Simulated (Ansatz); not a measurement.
## How far each method lies from UCCSDT(Q) for Al–C–OH⁺, quartet

Geometry: that of the Al–C–OH, triplet, kept fixed. The doublet lies 0.7 eV lower here.

```tsv
atom	x (Å)	y (Å)	z (Å)
Al	0.0000	-0.1626	2.2201
C	0.0000	-0.0757	0.2890
O	0.0000	-0.2918	-0.9987
H	0.0000	0.5301	-1.5104
```

Basis cc-pVDZ; Ansatz 0.2.0. Only valence electrons are correlated (noble-gas cores frozen), which leaves 13 electrons in 44 orbitals. Prefix R: restricted or restricted open-shell reference; prefix U: unrestricted.

Full CI isn't at hand for all of this; UCCSDT(Q) serves as the reference, and is uncertain by the last step of the cluster series or more. The frozen core follows each run's orbitals, which can shift R against U totals by a few meV.

For open shells CISD is restricted-active-space CI with the open shells as a complete middle space.

The UHF ⟨S²⟩ is 3.769. The T1 diagnostic (RCCSD) is 0.0330, the largest doubles amplitude (RCCSD) is 0.069 and the T1 diagnostic (UCCSD) is 0.0349.

| level | E − E(UCCSDT(Q)) (meV) | share of correlation (%) | wall time |
| --- | --- | --- | --- |
| RHF | 9363 | 0.00 | – |
| UHF | 9189 | 1.86 | – |
| RMP2 | 923 | 90.14 | – |
| UMP2 | 975 | 89.58 | – |
| CISD | 1103 | 88.22 | 6 s |
| RCCSD | 380 | 95.94 | – |
| UCCSD | 375 | 96.00 | – |
| RCCSD(T) | 67 | 99.28 | 1.4 s |
| UCCSD(T) | 68 | 99.27 | 1.3 s |
| BCCD(T) | 70 | 99.25 | 1.5 s |
| RCCSDT | 35 | 99.63 | – |
| UCCSDT | 33 | 99.65 | – |
| RCCSDT(Q) | 8 | 99.91 | 41 s |

The correlation energy at UCCSDT(Q), counted from RHF, is -9.363 eV. That run took 36 s on 1 thread of AMD EPYC 9R45, shared host.

Times hold each run's SCF and search for its determinant on a shared host, so for small cases they say little of a method's own cost; they ran on 1 thread of AMD EPYC 9R45.
